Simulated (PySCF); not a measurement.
**Solver options tried on SiH⁻ (triplet)**

Aim: find out which solver settings change the answer for SiH⁻ (triplet).

Program: PySCF 2.14.0. Level of theory: method and basis as typed in the scripts. These are calculated values, not measurements.

2 further runs of the same task are left out: 2 that didn't finish.

## (1) The starting structure

SiH⁻ (triplet): 2 atoms, charge -1, spin multiplicity 3.

Bond lengths: Si1–H2 1.535 Å.

## (2) The run that the others are compared with

input.py reads:

```python
from pyscf import gto, scf
from pyscf.geomopt.geometric_solver import optimize

mol = gto.M(
    atom='Si 0 0 0; H 0 0 1.535',
    basis='def2-tzvpp',
    charge=-1,
    spin=2,
    verbose=4,
)
mf = scf.UHF(mol)
mf.kernel()
mol_eq = optimize(mf, maxsteps=30)
print('optimised geometry (angstrom)')
print(mol_eq.tostring('raw'))
print('orbital energies (hartree):', [e[max(0, n-3):n+3].round(4) for e, n in zip(mf.mo_energy, mol.nelec)])
```

On the command line:

```sh
> OMP_NUM_THREADS=1 python input.py
```

Its log is not repeated here.

Base result: at the starting geometry E(SCF) = -289.455781 Eh, 11 cycles, ⟨S²⟩ = 2.038, optimised bond 1.550 Å in 3 steps; the optimisation lowers the energy by 0.001 eV.

The triplet is typed in the script; nothing here shows that it is the ground state.

## (3) Level shift 0.5 hartree

Run 1 changes level shift: none → 0.5 hartree.

input.py reads:

```python
from pyscf import gto, scf
from pyscf.geomopt.geometric_solver import optimize

mol = gto.M(
    atom='Si 0 0 0; H 0 0 1.535',
    basis='def2-tzvpp',
    charge=-1,
    spin=2,
    verbose=4,
)
mf = scf.UHF(mol)
mf.level_shift = 0.5
mf.kernel()
mol_eq = optimize(mf, maxsteps=30)
print('optimised geometry (angstrom)')
print(mol_eq.tostring('raw'))
print('orbital energies (hartree):', [e[max(0, n-3):n+3].round(4) for e, n in zip(mf.mo_energy, mol.nelec)])
```

On the command line:

```sh
> OMP_NUM_THREADS=1 python input.py
```

## (4) Initial guess 1e

Run 2 changes initial guess: minao → 1e.

input.py, as its differences from that of step 2:

```diff
@@ -11,2 +11,3 @@
 mf = scf.UHF(mol)
+mf.init_guess = '1e'
 mf.kernel()
```

## (5) DIIS space off

Run 3 changes DIIS space: default → off.

input.py, as its differences from that of step 2:

```diff
@@ -11,2 +11,3 @@
 mf = scf.UHF(mol)
+mf.diis = False
 mf.kernel()
```

## (6) DIIS space 2

Run 4 changes DIIS space: default → 2.

input.py, as its differences from that of step 2:

```diff
@@ -11,2 +11,3 @@
 mf = scf.UHF(mol)
+mf.diis_space = 2
 mf.kernel()
```

## (7) Smearing width 0.2 hartree

Run 5 changes smearing width: none → 0.2 hartree; step after the SCF: optimize → none.

input.py reads:

```python
from pyscf import gto, scf

mol = gto.M(
    atom='Si 0 0 0; H 0 0 1.535',
    basis='def2-tzvpp',
    charge=-1,
    spin=2,
    verbose=4,
)
mf = scf.UHF(mol)
mf = scf.addons.smearing_(mf, sigma=0.2, method='fermi')
mf.kernel()
mf.dip_moment()
print('orbital energies (hartree):', [e[max(0, n-3):n+3].round(4) for e, n in zip(mf.mo_energy, mol.nelec)])
```

## (8) Convergence threshold 1e-13 hartree

Run 6 changes convergence threshold: default → 1e-13 hartree.

input.py, as its differences from that of step 2:

```diff
@@ -11,2 +11,3 @@
 mf = scf.UHF(mol)
+mf.conv_tol = 1e-13
 mf.kernel()
```

Before running it: what results should come out? Wanted: for each run, E(SCF); from base; gap, α spin; after the SCF.

As calculated:

```csv
run,E(SCF) (hartree),from base (eV),cycles,"gap, α spin (eV)",after the SCF
base,-289.455781,0,11,10.63,"bond 1.550 Å, -0.001 eV"
level shift 0.5 hartree,-289.455781,0.0000,18,10.63,"bond 1.550 Å, -0.001 eV"
initial guess 1e,-289.455781,0.0000,13,10.63,"bond 1.550 Å, -0.001 eV"
DIIS space off,-289.455781,0.0000,25,10.63,"bond 1.550 Å, -0.001 eV"
DIIS space 2,-289.455781,0.0000,14,10.63,"bond 1.550 Å, -0.001 eV"
smearing width 0.2 hartree (poor choice),-288.306264,not comparable,13,n/a,n/a
convergence threshold 1e-13 hartree,-289.455781,0.0000,15,10.63,"bond 1.550 Å, -0.001 eV"
```

SCF columns refer to the geometry typed in the script.

Distance from each run's final energy (log10 hartree) by cycle:

```csv
run,cycle 1,cycle 2,cycle 3,cycle 5,cycle 8,cycle 12
base,-1.8,-2.6,-3.2,-4.3,-7.1,done
level shift 0.5 hartree,-1.6,-2.1,-2.6,-3.4,-4.6,-6.5
initial guess 1e,1.7,1.2,0.6,-2.0,-4.6,-9.1
DIIS space off,-1.8,-2.6,-3.1,-3.8,-4.7,-5.8
DIIS space 2,-1.8,-2.6,-3.2,-4.2,-5.8,-8.9
smearing width 0.2 hartree (poor choice),-1.2,-2.1,-2.6,-3.6,-6.2,-9.9
convergence threshold 1e-13 hartree,-1.8,-2.6,-3.2,-4.3,-7.1,< -11
```

In words: The SCF energy stays the same, to the digits that matter, with level shift 0.5 hartree or initial guess 1e or DIIS space off or DIIS space 2 or convergence threshold 1e-13 hartree. The base needs 11 cycles and the run with DIIS space off needs 25. Rows marked «poor choice» come from settings spoiled on purpose.
